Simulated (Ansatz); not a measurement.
Reaction (SMILES): O (H2O) → H2O+ (doublet, bonded as O) + e-
B3LYP-D3(BJ)/def2-TZVP geometries, fixed; electronic energies without zero-point terms.
Largest species:
```
O
H 1 0.9627
H 1 0.9627 2 105.24
```
Charge 0, spin multiplicity 1.

Effect of a fitting basis named in the input at HF/cc-pVTZ with Ansatz (a quantum-chemistry and plane-wave program), against the last row, where the adiabatic ionisation energy is 10.87 eV. Open shells are unrestricted. The default fits or decomposes integrals by the program's own choice; accuracy: high also tightens integrals, grids and stops.

```tsv
setting	largest shift of a total energy (mEh)	shift of the adiabatic ionisation energy (eV)
fitting: def2-SV(P)-JKFIT	-0.003	0.000
fitting: def2-universal-JKFIT	-0.003	0.000
fitting: cc-pVTZ-JKFIT	0.006	0.000
fitting: cc-pVQZ-JKFIT	0.002	0.000
fitting: cc-pV5Z-JKFIT	0.002	0.000
accuracy: high	0.000	0.000
accuracy: medium (default)	0.000	0.000
```

Within 0.002 eV in the adiabatic ionisation energy: fitting: def2-SV(P)-JKFIT; fitting: def2-universal-JKFIT; fitting: cc-pVTZ-JKFIT; fitting: cc-pVQZ-JKFIT; fitting: cc-pV5Z-JKFIT; accuracy: high. The largest shift is 0.006 mEh in a total energy and 0.000 eV in the difference.
